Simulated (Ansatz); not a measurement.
**[NH2···H···CH2], triplet along the distance N1-H4**

Starting geometry:

```xyz
7

N    -1.2400   -0.0184   -0.0286
H    -1.5373    0.9495   -0.0286
H    -1.5373   -0.4207    0.8517
H    -0.2276   -0.0184   -0.0286
C     1.4160   -0.0184   -0.0286
H     1.8305   -0.0184    0.9676
H     1.8305   -0.0184   -1.0247
```

From there H4 is moved from one fragment to the other while all else, the fragments' distance too, stays fixed, so the hump isn't the reaction's barrier; atoms are numbered as listed. Energies are in kJ/mol, counted from the starting geometry at the same level. Kohn–Sham curves are unrestricted where that lies lower.

Basis cc-pVDZ; Ansatz 0.2.0. Only valence electrons are correlated (noble-gas cores frozen). R marks a restricted (for open shells ROHF) determinant, U an unrestricted one.

Full CI isn't at hand for all of this; UCCSDT(Q) serves as the reference, and is uncertain by about the last step of the cluster series. The frozen core follows each run's orbitals, which can shift R against U totals by a few meV.

```json
{"distance N1-H4 (Å)": "1.012", "UCCSDT(Q)": "0.0", "curve A": "0.0", "curve B": "0.0", "curve C": "0.0", "curve D": "0.0"}
{"distance N1-H4 (Å)": "1.092", "UCCSDT(Q)": "4.9", "curve A": "5.0", "curve B": "7.5", "curve C": "7.1", "curve D": "0.8"}
{"distance N1-H4 (Å)": "1.250", "UCCSDT(Q)": "30.9", "curve A": "31.3", "curve B": "43.6", "curve C": "33.9", "curve D": "18.1"}
{"distance N1-H4 (Å)": "1.408", "UCCSDT(Q)": "25.9", "curve A": "26.0", "curve B": "42.4", "curve C": "40.4", "curve D": "13.7"}
{"distance N1-H4 (Å)": "1.566", "UCCSDT(Q)": "10.1", "curve A": "9.9", "curve B": "23.1", "curve C": "21.4", "curve D": "5.7"}
```

Problem. The curves come from PBE0, RMP2, UCCSDT, UMP2. Compare each with UCCSDT(Q) and say which is which.

Solution. A: UCCSDT, B: UMP2, C: RMP2, D: PBE0. Spread of the error against UCCSDT(Q), over the points where both stand: A 0.5, B 16.5, C 14.5, D 12.9 kJ/mol. 

In so small a basis the reference is far from its limit while semilocal and hybrid functionals are nearer theirs, so the functionals' errors here hold much of the reference's basis and frozen-core error, which can add to them or hide them.
